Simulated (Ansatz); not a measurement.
# BNH (doublet): the correlation ladder, def2-TZVPP

An exercise on one series of results from a longer session: the logs are not shown, and one member is left open.

The runs use Ansatz 0.2.0, Gaussian basis; def2-TZVPP, core rule «outside noble gas», up to 2 orbitals frozen.

The runs, in order: UHF; ROHF; CCSD(T) on UHF.

2 further runs of the same task are left out: 2 set aside as unsound or not needed.

## The geometry

The geometry is a PBE0/def2-TZVP stationary point (not a proven minimum).

3 atoms, charge 0, spin multiplicity 2.

Atoms are counted from 1 here; the program's logs count them from 0.

Bond lengths: B1–N2 1.234 Å, N2–H3 0.993 Å. Angles: B1–N2–H3 180.0°.

Set-up of the first run:

in.yaml

```yaml
crystal:
  periodic: [false, false, false]
  atoms:
    - {symbol: B, position_ang: [0.000000, 0.000000, 1.153245]}
    - {symbol: N, position_ang: [0.000000, 0.000000, -0.080303]}
    - {symbol: H, position_ang: [0.000000, 0.000000, -1.072942]}
basis:
  gaussian: {orbitals: def2-TZVPP}
magnetization: {spin_polarized: true, initial_magnetization: 1}
hamiltonian: {xc: hf}
output: {orbitals: {seedname: orbitals}}
```

Command:

```console
ansatz run in.yaml --threads 1 --pin off --events-out ev --progress --plain --max-ram 4096MiB --backend cpu
```

Steps of the session up to this table: UHF; ROHF; CCSD(T) on UHF.

One table of the session follows, with a row left open; its other results are not shown here.

```
  method  from UCCSD(T) (meV)
    ROHF                    ?
     UHF              +7922.2
    UMP2               +665.1
   UCCSD               +368.2
UCCSD(T)                    0
```

Q: Estimate the row for ROHF from the others.

As computed: from UCCSD(T) (meV): +8048.5. In the column «from UCCSD(T) (meV)» it is the highest.

With the free atoms at the same levels and basis (separate runs), the atomisation energy is 9.803 eV at UCCSD(T), 6.824 eV at ROHF.
